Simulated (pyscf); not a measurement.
HO–Si(OH)(F)–F (SMILES O[Si](O)(F)F) + HCl (SMILES Cl) -> HO–Si(OH)(F)–F (SMILES O[Si](O)(F)F) + HCl (SMILES Cl) (four-centre exchange; singlet surface; H–O, Cl–H broken, H–O, Cl–H formed). Single points on ωB97X-D3(BJ)/def2-SVP structures (PySCF, gas phase). Energies in kJ/mol from the separated reactants.

```csv
level,barrier,reaction energy
ωB97X-D3(BJ)/def2-TZVP,[?],0.0
PBE/def2-TZVP,110.8,0.0
B3LYP-D3(BJ)/def2-TZVP,126.7,0.0
M06-2X/def2-TZVP,132.5,0.0
ωB97M-D3(BJ)/def2-TZVP,[?],0.0
HF/def2-TZVP,196.9,0.0
```

What belongs in the gaps?


- ωB97X-D3(BJ)/def2-TZVP, barrier: 136.9
- ωB97M-D3(BJ)/def2-TZVP, barrier: 134.1

The functionals in the table span 26.1 kJ/mol in this barrier, from PBE to ωB97X-D3(BJ)/def2-TZVP. On the reactant side the descent ends in a complex, 16.9 kJ/mol under the separated species and 153.8 kJ/mol under the saddle at ωB97X-D3(BJ)/def2-TZVP. On the product side the descent ends in a complex (not fully relaxed), 17.5 kJ/mol under the separated species and 154.4 kJ/mol under the saddle at ωB97X-D3(BJ)/def2-TZVP. The same reactants have a lower exit, to H₂O + HO–Si(F)(F)–Cl (barrier +72.7 kJ/mol at ωB97M-D3(BJ)/def2-TZVP, against +134.1 kJ/mol here). This is the saddle that the search found; another between the same sides may lie lower.
